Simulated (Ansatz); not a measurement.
Working through a composite energy at a relaxed geometry of CH₄AlCl, SMILES [CH3][AlH][Cl]

With the Python package of Ansatz (0.2.0).

At the Python prompt:
```pycon
>>> import itertools
>>> import ansatz as az
>>> from ase.data import atomic_numbers, covalent_radii
>>> import numpy as np
>>> ch4alcl = (
...     az.Crystal.molecule()
...     .atom('C', (-0.6966, 0.5028, -0.2909))
...     .atom('Al', (0.8563, -0.5159, 0.2092))
...     .atom('Cl', (0.6641, -2.079, 1.7461))
...     .atom('H', (-0.4819, 1.6335, -0.1083))
...     .atom('H', (-1.6151, 0.202, 0.276))
...     .atom('H', (-0.9554, 0.4171, -1.3834))
...     .atom('H', (2.2897, -0.2285, -0.4945))
... )
>>> base = ch4alcl.calculation()
>>> base = base.basis(gaussian='def2-SVP').functional('pbe0')
>>> symbols = [site.symbol for site in ch4alcl.cartesian_sites]
>>> start = np.array([site.position_ang for site in ch4alcl.cartesian_sites], dtype=float)
>>> summary = base.relax(force_tolerance=0.01, max_steps=100).run().report
>>> end = np.array(summary['positions_ang'])
>>> radius = [covalent_radii[atomic_numbers[s]] for s in symbols]
>>> span = lambda where, i, j: np.linalg.norm(where[i] - where[j])
>>> bonded = [(i, j) for i, j in itertools.combinations(range(len(symbols)), 2) if min(span(start, i, j), span(end, i, j)) < 1.2 * (radius[i] + radius[j])]
>>> print('pair        before    after (A)')
pair        before    after (A)
>>> for i, j in bonded:
...     print(f'{symbols[i]}{i}-{symbols[j]}{j}'.ljust(10), f'{span(start, i, j):8.4f} {span(end, i, j):8.4f}')
...
C0-Al1       1.9234   1.9428
C0-H3        1.1653   1.1035
C0-H4        1.1205   1.1004
C0-H5        1.1260   1.1034
Al1-Cl2      2.2005   2.1144
Al1-H6       1.6225   1.5828
>>> minimum = az.Crystal.molecule()
>>> for symbol, place in zip(symbols, end):
...     minimum = minimum.atom(symbol, place.tolist())
...
>>> at_minimum = minimum.calculation()
>>> level = lambda method, basis: at_minimum.basis(gaussian=basis).correlation(method).run().report
>>> small, large, cluster = level('mp2', 'cc-pVDZ'), level('mp2', 'cc-pVTZ'), level('ccsd_t', 'cc-pVDZ')
>>> corr = lambda each: (each['free_energy_ev'] - each['reference_energy_ev']) / 27.211386246
>>> mp2_limit = (27 * corr(large) - 8 * corr(small)) / 19
>>> pieces = {'HF / cc-pVTZ': large['reference_energy_ev'] / 27.211386246, 'MP2 correlation, DZ-TZ limit': mp2_limit, 'CCSD(T) - MP2 / cc-pVDZ': corr(cluster) - corr(small)}
>>> for name, value in pieces.items():
...     print(f'{name:32s} {value:14.6f} Ha')
...
HF / cc-pVTZ                        -741.736343 Ha
MP2 correlation, DZ-TZ limit          -0.489728 Ha
CCSD(T) - MP2 / cc-pVDZ               -0.048892 Ha
>>> print(f'{"sum":32s} {sum(pieces.values()):14.6f} Ha')
sum                                 -742.274963 Ha
>>> print('T1 diagnostic', round(cluster['correlation']['coupled_cluster']['t1_diagnostic'], 4))
T1 diagnostic 0.0093
```

Notes:
- These settings explore the input space; basis and method may be short of convergence.
- The sum leaves out core correlation, relativity, the Hartree-Fock basis error and zero-point energy; a DZ-TZ extrapolation is rough.
- Inner cores stay frozen, so this is valence correlation.
- For Al to Cl the sets with a tight d function, cc-pV(X+d)Z, are usual.
- Timing: 18 s on 1 thread of Arm Neoverse V1, with other jobs on the host, peak memory 0.31 GiB.
